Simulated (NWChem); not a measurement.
Correlation energy of OS

```xyz
2

O      0.0000     0.0000     1.0012
S      0.0000     0.0000    -0.5006
```
Charge 0, spin multiplicity 3.

All runs are NWChem calculations. Structure: optimised with UPBE0/def2-SVP, a minimum by its harmonic frequencies.

Basis set: 3-21G. Each correlation energy counts from its own Hartree-Fock reference.

The correlated methods keep 6 core orbitals frozen. The structure started from a generated list of species. The unpaired electrons of the parent sit in orbitals of symmetry b1 and b2 (C2v labels of the run); other states weren't searched. No SCF solution was tested for a lower state. Open-shell Hartree-Fock references start from PBE0 orbitals. Coupled-cluster values serve here as a point of comparison, not as the truth.

Task: One of these methods gave a correlation energy of -174.0 mHa. Which?
A. CCSD on ROHF
B. UMP2
C. CCSD[T] on ROHF
D. CCSD on UHF

Result: D, CCSD on UHF. The others give -188.5 (CCSD[T] on ROHF), -183.0 (CCSD on ROHF), -172.0 (UMP2).
